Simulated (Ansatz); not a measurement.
`[AlH2][SiH2]S` + `BC` → `B[CH2][AlH2]` + `[SiH3]S` at 500 K and 1 bar (formal exchange of groups at the Al–Si bond).

Calculated with Ansatz (gas phase, PBE0-D4/def2-TZVP geometries, no zero-point term in ΔE). CBS: MP2 limit from def2 TZ/QZ plus the TZ coupled-cluster correction, frozen cores. This one scheme is used for every species. Each species was taken in one conformer, which may not be the lowest.

```csv
species,CCSD(T)/CBS energy (Eh),H − E (kJ/mol),S (J/(mol·K))
`[AlH2][SiH2]S`,-931.87373,147.2,399.7
`BC`,-65.83255,172.2,281.8
`B[CH2][AlH2]`,-308.44554,196.5,362.7
`[SiH3]S`,-689.27336,117.6,310.5
```

H − E and S are ideal-gas, rigid-rotor, harmonic terms from PBE0-D4/def2-TZVP, for one conformer and one mirror image of each species. 1 Eh = 2625.50 kJ/mol, R = 8.31446 J/(mol·K).

Problem. By hand: ΔE, ΔH, ΔS and ΔG.

Solution. ΔE = (-308.44554) + (-689.27336) − (-931.87373) − (-65.83255) = -0.01262 Eh = -33.1 kJ/mol. Δ(H − E) = 196.5 + 117.6 − 147.2 − 172.2 = -5.3, so ΔH = -38.4 kJ/mol. ΔS = 362.7 + 310.5 − 399.7 − 281.8 = -8.3 J/(mol·K). ΔG = -38.4 − 500 × (-8.3)/1000 = -34.2 kJ/mol.

Problem. By hand: the equilibrium constant, and the temperature at which ΔG would vanish if ΔH and ΔS stayed fixed.

Solution. log₁₀ K = −ΔG/(RT ln 10) = 3.6. ΔG = 0 at ΔH/ΔS = 4627 K, far beyond where these terms or the molecules hold.

The number of gas molecules stays the same, so ΔS is small and ΔH decides. A doubt of 5 kJ/mol in ΔE shifts log₁₀ K by 0.5 here. Other conformers and mirror images would add mixing entropy, several J/(mol·K) or more a flexible species. Modes under 60 cm⁻¹, often nearly free rotors, make the harmonic entropy too high. These are equilibria of isolated gas molecules and say nothing of rates. Largest T1 diagnostic: 0.012 (customary marks: 0.02 for closed shells, 0.045 for open ones).
